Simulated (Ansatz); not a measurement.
Process, species as SMILES: ClCCl → Cl[CH]Cl + H atom
B3LYP-D3(BJ)/def2-TZVP geometries, fixed; electronic energies without zero-point terms.
Largest species:
```xyz
5

C      0.0039     0.0052     0.7673
Cl    -0.0175     1.4825    -0.2263
Cl     0.0153    -1.4855    -0.2061
H     -0.8904    -0.0005     1.3784
H      0.9045     0.0193     1.3690
```
Charge 0, spin multiplicity 1.

Basis-set convergence of the bond dissociation energy at wB97M-V with Ansatz (a quantum-chemistry and plane-wave program). Cartesian d functions, on some or all atoms, in 6-31G*, 6-31G**, 6-311G**; all else is spherical. The program fits the integrals of some runs and decomposes those of others, by size. Open shells are unrestricted. The functional holds VV10 correlation; no added dispersion term, no relativity. Functions are those of the species that has most. Reference: the value in aug-pcseg-3, 102.42 kcal/mol, itself unsure by roughly 0.03 kcal/mol (its mean distance from aug-cc-pV(Q+d)Z, cc-pV(5+d)Z, def2-QZVPPD). Deviations are taken from unrounded values.

```tsv
basis	functions	bond dissociation energy (kcal/mol)	minus reference (kcal/mol)
STO-3G	25	136.61	34.20
3-21G	39	116.35	13.94
6-31G	39	111.46	9.05
6-31G*	57	105.13	2.72
6-31G**	63	105.76	3.34
6-311G**	84	104.20	1.79
def2-SVPD	90	104.46	2.05
aug-cc-pV(D+d)Z	105	102.35	-0.07
def2-TZVPD	147	102.29	-0.13
jun-cc-pV(T+d)Z	163	102.71	0.29
def2-TZVPPD	173	102.64	0.22
aug-cc-pV(T+d)Z	202	102.63	0.21
def2-QZVPPD	287	102.45	0.04
aug-cc-pV(Q+d)Z	350	102.46	0.05
```

The smallest set listed that lies within 0.5 kcal/mol of the reference with all its larger relatives (same family, alike in diffuse functions; a set with none counts only in the reference's own line) is aug-cc-pV(D+d)Z (105 functions, -0.07 kcal/mol off).
